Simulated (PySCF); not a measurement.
**Energy of H (hydrogen, neutral) between two integer charges**

The 1s alpha orbital of 1s1 is emptied in steps (occupation f), with all orbitals relaxed, ending at no electrons. All numbers are calculated (PySCF 2.14, the spin-free X2C one-electron Hamiltonian (Gaussian nucleus), in jorge-DZP-DKH). The exact energy is a straight line in f; departures are measured from the line between the end points of the same method.

Question: Among UHF, PBE, PBE0, BHandHLYP, which shows the largest delocalisation error (convex curve), and which is closest to linear?

Answer: Most convex: PBE (-1.446 eV at f = 0.5); closest to linear: UHF (0.000 eV).

| f | UHF (eV) | PBE (eV) | PBE0 (eV) | BHandHLYP (eV) |
| --- | --- | --- | --- | --- |
| 1 | 0.000 | 0.000 | 0.000 | 0.000 |
| 0.9 | 0.000 | -0.543 | -0.405 | -0.277 |
| 0.7 | 0.000 | -1.251 | -0.928 | -0.635 |
| 0.5 | 0.000 | -1.446 | -1.066 | -0.731 |
| 0.3 | 0.000 | -1.138 | -0.835 | -0.577 |
| 0.1 | 0.000 | -0.402 | -0.293 | -0.211 |
| 0 | 0.000 | 0.000 | 0.000 | 0.000 |

```
   method  E(f=0) − E(f=1) (eV)  −ε at f=1 (eV)  −ε at f=0.5 (eV)
      UHF                13.582          13.582            13.582
      PBE                13.575           7.524            13.879
     PBE0                13.617           9.093            13.870
BHandHLYP                13.547          10.445            13.706
```

As f goes to zero the orbital energy of a semilocal functional can turn back, because the density of that orbital vanishes from the exchange-correlation potential.

Reference removal energy between the ground levels: 13.598 eV (theoretical estimate listed by NIST; NIST Atomic Spectra Database, ionization energies). UHF lacks correlation.
